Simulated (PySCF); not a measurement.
**BNH3S (SMILES N[B]S): a first try and a second**

Aim: the charge distribution of BNH3S at UHF/6-31G* (spherical functions).

The calculation is run with PySCF 2.14.0.

5 further runs of the same task are left out: 3 that didn't finish, 2 set aside as unsound or not needed.

**1. The system as given**

The species is BNH3S (6 atoms), meant as a doublet with charge 0. As SMILES, `N[B]S`. The shape is that of a PBE0-D4/def2-TZVP optimisation. This is a higher conformer, about 7 kJ/mol above the lowest found by a separate search.

Bond lengths: N1–B2 1.380 Å, B2–S3 1.779 Å, N1–H4 1.005 Å, N1–H5 1.010 Å, S3–H6 1.355 Å. Angles: N1–B2–S3 132.0°, B2–N1–H4 122.5°, B2–N1–H5 124.0°, B2–S3–H6 100.0°, H4–N1–H5 113.6°.

**2. The input as first written**

Input file start.xyz:

```xyz
6

N     -0.621200     0.083000    -0.756700
B     -0.538400    -0.445500     0.515700
S      0.781100    -0.475200     1.709200
H     -1.454200     0.016000    -1.315600
H      0.135500     0.569200    -1.216600
H      1.739200     0.188500     1.017800
```

Input file run.py:

```python
from pyscf import gto

molecule = gto.Mole()
molecule.atom = 'start.xyz'
molecule.max_memory = 1860
molecule.charge = 4
molecule.spin = 1
molecule.verbose = 4
molecule.basis = '6-31g*'
molecule.build()

myscf = molecule.UHF()
myscf.max_cycle = 82
myscf.kernel()

etot = myscf.e_tot
print('E = %.10f Eh' % etot)
myscf.analyze()
quad = myscf.quad_moment()
```

Run with:

```
OMP_NUM_THREADS=1 python run.py
```

Output:

```text
PySCF version 2.14.0

[... 106 lines left out ...]
converged SCF energy = -475.516805227576  <S^2> = 0.75507739  2S+1 = 2.005071
[... 3 lines left out ...]
Nuclear Repulsion Energy =              81.705212942095571
[... 1 line left out ...]
Two-electron Energy =                  227.723682209737092
[... 1 line left out ...]
DFT Exchange-Correlation Energy =      -35.468239059484688
[... 4 lines left out ...]
MO #2   energy= -16.7000300452857  | -16.6715624987344  occ= 1 | 1
[... 2 lines left out ...]
MO #52  energy= 1.8870711858293    | 1.89896993346461   occ= 0 | 0
[... 79 lines left out ...]
WARN: System has nonzero charge 4; the dipole moment is origin-dependent.
Location of origin: [0. 0. 0.]

Dipole moment(X, Y, Z, Debye):  1.89377, -4.56806, 11.27492
Traceless quadrupole moment (Debye*A):
```

It took 0.8 s on 1 thread of Intel Xeon 6975P-C (Granite Rapids), shared host; peak memory 0.12 GiB.

**3. Diagnosis**

It ran to the end. The result can't be trusted all the same.

Cause: the charge typed isn't that of the species meant. The sound input differs in these keys, not all of which need be the cause: solver DIIS+newton in place of DIIS; charge 0 in place of 4.

**4. Second attempt**

Input file mol.xyz:

```xyz
6

N     -0.621200     0.083000    -0.756700
B     -0.538400    -0.445500     0.515700
S      0.781100    -0.475200     1.709200
H     -1.454200     0.016000    -1.315600
H      0.135500     0.569200    -1.216600
H      1.739200     0.188500     1.017800
```

Input file job.py:

```python
# N[B]S
from pyscf import gto, scf

mol = gto.Mole()
mol.atom = 'mol.xyz'
mol.spin = 1
mol.max_memory = 1860
mol.basis = '6-31g*'
mol.verbose = 4
mol.build()

myscf = scf.UHF(mol)
myscf.max_cycle = 100
myscf.kernel()
if not myscf.converged:
    myscf = myscf.newton().run(myscf.mo_coeff, myscf.mo_occ)

energy = myscf.e_tot
print(f'total energy: {energy:.8f} hartree')
myscf.analyze()
quad = myscf.quad_moment()
```

Run with:

```
OMP_NUM_THREADS=1 python job.py
```

Output:

```text
PySCF version 2.14.0

[... 94 lines left out ...]
converged SCF energy = -478.394663363248  <S^2> = 0.75697591  2S+1 = 2.0069638
[... 2 lines left out ...]
Total Energy =                        -478.394663363247957
[... 1 line left out ...]
One-electron Energy =                 -821.150659372983341
[... 1 line left out ...]
Two-electron Coulomb Energy =          297.728734663842147
[... 4 lines left out ...]
MO #1   energy= -91.9261868539825  | -91.9262010796906  occ= 1 | 1
[... 1 line left out ...]
MO #3   energy= -8.94650649548373  | -8.94611988562707  occ= 1 | 1
[... 80 lines left out ...]
Dipole moment(X, Y, Z, Debye): -0.00201,  1.26172, -2.87135
Traceless quadrupole moment (Debye*A):
```

Run time: 0.8 s. Hardware: 1 thread of Intel Xeon 6975P-C (Granite Rapids), shared host; peak memory 0.12 GiB.

Atomic charges (e):

```csv
atom,Mulliken
N1,-0.901
B2,+0.271
S3,-0.211
H4,+0.389
H5,+0.374
H6,+0.079
```

**5. Summary of results**

Level: UHF/6-31G* (spherical functions).

| quantity | value |
| --- | --- |
| total energy | -478.39466 Eh |
| dipole moment | 3.14 D |
| HOMO energy (highest over α and β) | -9.00 eV |
| LUMO energy (lowest over α and β) | 3.44 eV |
| ⟨S²⟩ | 0.757 |
